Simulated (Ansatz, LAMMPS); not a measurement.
## Rock-salt SrO: properties by level of theory

Reference values: lattice constant a 5.16 Å (measured, 300 K, no zero-point or thermal correction; as tabulated in Santana et al. (2016), arXiv:1608.06321); bulk modulus 91 GPa (measured, 300 K, not corrected to a static lattice; as tabulated in Santana et al. (2016), arXiv:1608.06321); elastic constant C11 175 GPa (measured, temperature not stated, no zero-point or thermal correction; as tabulated in Oses et al. (2018), arXiv:1811.08464); elastic constant C44 55.9 GPa (measured, temperature not stated, no zero-point or thermal correction; as tabulated in Oses et al. (2018), arXiv:1811.08464).

```tsv
level (code)	lattice constant a (Å)	bulk modulus B0 (GPa)	elastic constant C11 (GPa)	elastic constant C44 (GPa)
ionic model catlow1992 (shell model, LAMMPS)	5.174	116	203	72.2
PBE (Ansatz)	5.195	84.6	160	54.4
r²SCAN (Ansatz)	5.160	93.6	183	55.5
HSE06 (Ansatz)	5.154	92.6	175	57.5
PBE0 (Ansatz)	5.153	93.1	177	57.4
```

Differences from the reference values (errors of the level alone only where the reference is corrected to a static lattice):

| level | lattice constant a (%) | bulk modulus (%) | elastic constant C11 (%) | elastic constant C44 (%) |
|---|---|---|---|---|
| ionic model catlow1992 | +0.27 | +27 | +16.0 | +29 |
| PBE | +0.68 | -7.0 | -8.6 | -2.7 |
| r²SCAN | 0.00 | +2.9 | +4.6 | -0.7 |
| HSE06 | -0.12 | +1.8 | 0.0 | +2.9 |
| PBE0 | -0.14 | +2.3 | +1.1 | +2.7 |

Nearest: lattice constant a, not ranked (reference at room or unstated temperature); bulk modulus, not ranked (reference at room or unstated temperature); elastic constant C11, not ranked (reference at room or unstated temperature); elastic constant C44, not ranked (reference at room or unstated temperature). Empirical potentials aren't ranked on values they can be fitted to.

Empirical potentials (ionic model catlow1992) are fitted to chosen data, which need not cover the solid at hand: agreement can be built in, and what lay outside the fit can be far off.

Ansatz's density-functional and Hartree–Fock values are scalar-relativistic unless marked +SOC, with PAW data made under PBE.

Differences are worked out from the printed values.

The computed numbers hold no vibrational or temperature effects.

Ansatz is a program for electronic structure.
